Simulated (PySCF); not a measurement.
# triplet BH5S: levels of theory compared

Aim: a comparison of 6 runs (U-r2SCAN/STO-3G, U-wB97X-V/STO-3G, UB3LYP/STO-3G, UPBE0/STO-3G, UMP2/STO-3G, UCCSDT/STO-3G) of triplet BH5S. The job is set up through a Python script.

The calculation is run with PySCF 2.14.0.

2 further runs of the same task are left out: 2 set aside as unsound or not needed.

## (1) The system as given

BH5S: 7 atoms, total charge 0, spin state triplet. As SMILES of the parent species, `[BH3-][SH2+]`. The shape is that of a PBE0-D4/def2-TZVP optimisation. That shape belongs to the parent species and isn't relaxed for this state.

Bond lengths: B1–S2 1.975 Å, B1–H3 1.207 Å, B1–H4 1.203 Å, B1–H5 1.207 Å, S2–H6 1.346 Å, S2–H7 1.346 Å. Angles: B1–S2–H6 103.7°, B1–S2–H7 103.7°, S2–B1–H3 100.3°, S2–B1–H4 107.0°, S2–B1–H5 100.3°, H6–S2–H7 92.5°, H3–B1–H4 116.2°, H3–B1–H5 113.7°, H4–B1–H5 116.2°.

## (2) A single-point energy at U-r2SCAN/STO-3G (run 1)

run.py reads:

```python
from pyscf import gto, dft

mol = gto.M(
    atom='''
B     -0.525600    -0.461500    -0.504300
S      0.568600     0.977600     0.290900
H     -1.623200     0.036400    -0.431500
H     -0.344400    -1.447600     0.159700
H     -0.075400    -0.482100    -1.624500
H      0.286000     0.903800     1.604900
H      1.775400     0.405500     0.458900
''',
    spin=2,
    basis='sto-3g',
    verbose=3,
    max_memory=1860,
)

ks = dft.UKS(mol, xc='r2scan')
ks.conv_tol = 1e-10
ks.grids.level = 5
ks.kernel()
if not ks.converged:
    ks = ks.newton().run(ks.mo_coeff, ks.mo_occ)

etot = ks.e_tot
print('E(%s) = %.9f' % ('R2SCAN', etot))
```

Command:

```bash
$ OMP_NUM_THREADS=1 python run.py
```

The program printed:

```text
WARN: HOMO 0.133207500461277 >= LUMO -0.292237768364013

WARN: HOMO 0.098514593892356 >= LUMO -0.191815153312594

WARN: HOMO 0.151485444981372 >= LUMO -0.180826033664915

WARN: HOMO 0.140405870457371 >= LUMO -0.18448857416411

WARN: HOMO 0.13224907871424 >= LUMO -0.192289913679658

WARN: HOMO 0.130193886887355 >= LUMO -0.193091530266738

WARN: HOMO 0.131720639736646 >= LUMO -0.193055279410049

WARN: HOMO 0.13138381534827 >= LUMO -0.193270281436889

WARN: HOMO 0.131227009028568 >= LUMO -0.193299058779265

WARN: HOMO 0.131394150817279 >= LUMO -0.193214036045965

WARN: HOMO 0.131410151752806 >= LUMO -0.193211879215047

WARN: HOMO 0.131406025127121 >= LUMO -0.193208853070128

WARN: HOMO 0.131409978746895 >= LUMO -0.193209380174043

WARN: HOMO 0.131410079279711 >= LUMO -0.19320922995093

WARN: HOMO 0.131409993463641 >= LUMO -0.193209289940213

converged SCF energy = -420.920327700726  <S^2> = 2.0059313  2S+1 = 3.0039516
E(R2SCAN) = -420.920327701
```

It took 9.3 s on 1 thread of Arm Neoverse V2, shared host; peak memory 0.24 GiB.

## (3) The energy at U-wB97X-V/STO-3G (run 2)

calc.py reads:

```python
from pyscf import gto, dft

mol = gto.M(
    atom='''
B   -0.525600  -0.461500  -0.504300
S    0.568600   0.977600   0.290900
H   -1.623200   0.036400  -0.431500
H   -0.344400  -1.447600   0.159700
H   -0.075400  -0.482100  -1.624500
H    0.286000   0.903800   1.604900
H    1.775400   0.405500   0.458900
''',
    max_memory=1860,
    basis='sto-3g',
    verbose=4,
    spin=2,
)

mf = dft.UKS(mol, xc='wb97x-v')
mf.grids.level = 5
mf.conv_tol = 1e-10
mf.nlcgrids.level = 1
mf.kernel()
if not mf.converged:
    mf = mf.newton().run(mf.mo_coeff, mf.mo_occ)

etot = mf.e_tot
print('E = %.10f Eh' % etot)
```

Command:

```bash
$ OMP_NUM_THREADS=1 python calc.py
```

The program printed:

```text
PySCF version 2.14.0

[... 67 lines left out ...]
[... the frontier-level lines of each cycle are left out ...]
[... 11 lines left out ...]
[... 11 lines left out ...]
[... 11 lines left out ...]
[... 11 lines left out ...]
[... 11 lines left out ...]
[... 1 line left out ...]
cycle= 11 E= -420.889336963389  delta_E= -3.83e-09  |g|= 6.91e-06  |ddm|= 0.000296


cycle= 12 E= -420.889336963496  delta_E= -1.07e-10  |g|= 2.15e-06  |ddm|= 3.35e-05


cycle= 13 E= -420.889336963503  delta_E= -7.28e-12  |g|= 3.89e-07  |ddm|= 8.93e-06


Extra cycle  E= -420.889336963505  delta_E= -1.76e-12  |g|= 2.13e-07  |ddm|= 1.66e-06
converged SCF energy = -420.889336963505  <S^2> = 2.0059828  2S+1 = 3.0039859
E = -420.8893369635 Eh
```

Run time: 29 s. Hardware: 1 thread of Arm Neoverse V2, shared host; peak memory 0.21 GiB.

## (4) The energy at UB3LYP/STO-3G (run 3)

run.py reads:

```python
from pyscf import gto, dft

mol = gto.Mole()
mol.atom = '''
B     -0.525600    -0.461500    -0.504300
S      0.568600     0.977600     0.290900
H     -1.623200     0.036400    -0.431500
H     -0.344400    -1.447600     0.159700
H     -0.075400    -0.482100    -1.624500
H      0.286000     0.903800     1.604900
H      1.775400     0.405500     0.458900
'''
mol.basis = 'sto-3g'
mol.verbose = 3
mol.spin = 2
mol.max_memory = 1860
mol.build()

ks = dft.UKS(mol, xc='b3lyp')
ks.grids.level = 5
ks.conv_tol = 1e-10
ks.kernel()
if not ks.converged:
    ks = ks.newton().run(ks.mo_coeff, ks.mo_occ)

e_tot = ks.e_tot
print('E = %.10f Eh' % e_tot)
```

Command:

```bash
$ OMP_NUM_THREADS=1 python run.py
```

The program printed:

```text
WARN: HOMO 0.145333131224706 >= LUMO -0.294023489807737

WARN: HOMO 0.0766204374792244 >= LUMO -0.198118902804143

WARN: HOMO 0.105149385230406 >= LUMO -0.174583899665008

WARN: HOMO 0.0999878048756888 >= LUMO -0.174149390239643

WARN: HOMO 0.0983691220989551 >= LUMO -0.17472707224248

WARN: HOMO 0.0983590131116278 >= LUMO -0.174422705717573

WARN: HOMO 0.0983255008538603 >= LUMO -0.174445731323041

WARN: HOMO 0.0983814209658199 >= LUMO -0.174430936207352

WARN: HOMO 0.0983985257710271 >= LUMO -0.174419435431149

WARN: HOMO 0.0984042931313124 >= LUMO -0.174417577745482

WARN: HOMO 0.0984103015689888 >= LUMO -0.174415999347093

WARN: HOMO 0.0984087516479486 >= LUMO -0.174416321633925

WARN: HOMO 0.0984092038106227 >= LUMO -0.174416099114425

converged SCF energy = -420.968719531612  <S^2> = 2.0051091  2S+1 = 3.0034041
E = -420.9687195316 Eh
```

Run time: 5.4 s. Hardware: 1 thread of Arm Neoverse V2, shared host; peak memory 0.21 GiB.

Runs 4 to 5 aren't shown in full; the table further down has their settings and results.

## (5) The energy at UCCSDT/STO-3G (run 6)

start.xyz reads:

```xyz
7

B     -0.525600    -0.461500    -0.504300
S      0.568600     0.977600     0.290900
H     -1.623200     0.036400    -0.431500
H     -0.344400    -1.447600     0.159700
H     -0.075400    -0.482100    -1.624500
H      0.286000     0.903800     1.604900
H      1.775400     0.405500     0.458900
```

input.py reads:

```python
from pyscf import gto, cc

mol = gto.Mole()
mol.atom = 'start.xyz'
mol.basis = 'sto-3g'
mol.charge = 0
mol.verbose = 4
mol.max_memory = 1860
mol.spin = 2
mol.build()

hf = mol.UHF()
hf.conv_tol = 1e-10
hf.kernel()
if not hf.converged:
    hf = hf.newton().run(hf.mo_coeff, hf.mo_occ)

mycc = cc.CCSDT(hf, frozen=6)
mycc.kernel()
energy = mycc.e_tot
print('Final energy', energy)
```

Command:

```bash
$ OMP_NUM_THREADS=1 python input.py
```

The program printed:

```text
PySCF version 2.14.0

[... 42 lines left out ...]
WARN: HOMO 0.29768591309683 >= LUMO -0.298915493435571
[... 5 lines left out ...]
WARN: HOMO 0.00857589011272475 >= LUMO -0.0189552705782142
[... 58 lines left out ...]
converged SCF energy = -420.066857343711  <S^2> = 2.0191777  2S+1 = 3.012758
[... 17 lines left out ...]
WARN: A large `blksize_v_aaa` is being used, which may cause large memory consumption
[... 3 lines left out ...]
WARN: A large `blksize_v_aab` is being used, which may cause large memory consumption
[... 9 lines left out ...]
Init t2, MP2 energy = -0.0648581829249003
[... 23 lines left out ...]
UCCSDT converged
[... 3 lines left out ...]
Final energy -420.1683122007746
```

Run time: 2.4 s. Hardware: 1 thread of Arm Neoverse V2, shared host; peak memory 0.12 GiB.

## (6) All runs side by side

| run | level | nlc grid | integration grid | energy (Eh) | dipole moment (D) of the reference | ⟨S²⟩ | wall time |
| --- | --- | --- | --- | --- | --- | --- | --- |
| 1 | U-r2SCAN/STO-3G | – | 5 | -420.920328 | 2.76 | 2.006 | 9.3 s |
| 2 | U-wB97X-V/STO-3G | 1 | 5 | -420.889337 | 3.23 | 2.006 | 29 s |
| 3 | UB3LYP/STO-3G | – | 5 | -420.968720 | 2.91 | 2.005 | 5.4 s |
| 4 | UPBE0/STO-3G | – | 5 | -420.781218 | 2.99 | 2.006 | 5.1 s |
| 5 | UMP2/STO-3G | – | – | -420.131716 | 3.66 | 2.019 | 0.64 s |
| 6 | UCCSDT/STO-3G | – | – | -420.168312 | 3.66 | 2.019 | 2.4 s |

## (7) What came out

```
                                                         quantity          value
                                              run 6: total energy  -420.16831 Eh
                      run 6: dipole moment (Hartree–Fock density)         3.66 D
run 6: HOMO energy (Hartree–Fock orbitals) (highest over α and β)       -0.77 eV
 run 6: LUMO energy (Hartree–Fock orbitals) (lowest over α and β)        0.58 eV
               run 6: correlation energy (6 core orbitals frozen)     -101.5 mEh
                         run 6: ⟨S²⟩ of the reference determinant          2.019
                                             run 6: T1 diagnostic          0.020
```

Over runs 1, 2, 3, 4 the dipole moment (its size) runs from 2.76 D (U-r2SCAN/STO-3G) to 3.23 D (U-wB97X-V/STO-3G). Totals of different functionals can't be ranked against each other. In runs 1, 2, 3, 4, 5, 6 the basis is minimal, so the values are rough. All runs together took 52 s, the longest 29 s.
